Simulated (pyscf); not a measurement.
PySCF, gas phase, ωB97X-D3(BJ)/def2-SVP geometries.

Task: Estimate the classical barrier height and the reaction energy of H₃C–Hf(Cl)(Cl)–Cl + H• → CH₄ + [Cl–Hf(Cl)–Cl]• at B3LYP-D3(BJ)/def2-TZVP. The step runs on the doublet surface, breaks C–Hf and forms C–H; take the separated reactants as zero.

Result: ΔE‡ = 10.6 kcal/mol, ΔE = -35.6 kcal/mol. ωB97M-D3(BJ)/def2-TZVP gives 16.9 kcal/mol and -34.8 kcal/mol. Zero-point energy shifts the barrier by +1.8 kcal/mol. It is a substitution at C, with an imaginary mode of 1532i cm⁻¹. The same reactants have a lower exit, to [H₂C–Hf(Cl)(Cl)–Cl]• + H₂ (barrier +9.3 kcal/mol at ωB97M-D3(BJ)/def2-TZVP, against +16.9 kcal/mol here). One saddle was located; it need not be the lowest between these sides. The angle at the attacked C is 180°. Open-shell species with a d-block atom are single-reference here; other states, and whether the spin sits on metal or ligand, were not checked. Elements past Kr carry the def2 core potentials, without spin-orbit coupling.
